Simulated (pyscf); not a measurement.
H₃C–Al(CH₃)–Cl + HF → CH₄ + H₃C–Al(F)–Cl, a four-centre exchange (singlet surface; Al–C, F–H broken, C–H, Al–F formed). PySCF, gas phase, ωB97X-D3(BJ)/def2-SVP geometries. Energies in kcal/mol from the separated reactants.

Small-basis levels: PySCF, no dispersion term, spherical d functions. AM1 to PM7: differences of heats of formation from MOPAC. GFN2-xTB: tblite. Cost: rough CPU time at the saddle relative to B3LYP/6-31G*, from one job on a shared machine.

| level | barrier | reaction energy | cost |
|---|---|---|---|
| HF/6-31G* | 1.8 | -57.5 | 0.1 |
| SVWN5/6-31G* | -30.7 | -55.5 | 1 |
| BP86/6-31G* | -17.4 | -56.7 | 2 |
| PBE/6-31G* | -20.0 | -56.9 | 2 |
| B3LYP/6-31G* | -14.3 | -59.4 | 1 |
| GFN2-xTB | -9.7 | -72.9 | under 0.02 |
| PM7 | -12.0 | -54.2 | under 0.02 |
| ωB97M-D3(BJ)/def2-TZVP | -5.8 | -46.3 | – |

Against the last row the barrier runs from -24.9 (SVWN5/6-31G*) to +7.6 kcal/mol (HF/6-31G*). ωB97M-D3(BJ)/def2-TZVP has limits of its own. On the reactant side the descent ends in an adduct with a Al–F contact, 10.1 kcal/mol under the separated species and 4.0 kcal/mol under the saddle at ωB97X-D3(BJ)/def2-TZVP. On the product side the descent ends in a complex (not fully relaxed), 4.5 kcal/mol under the separated species and 43.8 kcal/mol under the saddle at ωB97X-D3(BJ)/def2-TZVP. At ωB97M-D3(BJ) the saddle lies under the separated reactants, which points to a path from their complex (located at ωB97X-D3(BJ) alone). What is counted as formed (Al–F) is already present as a longer contact in the reactant adduct; forming that adduct is a step of its own. One saddle was located; it need not be the lowest between these sides.
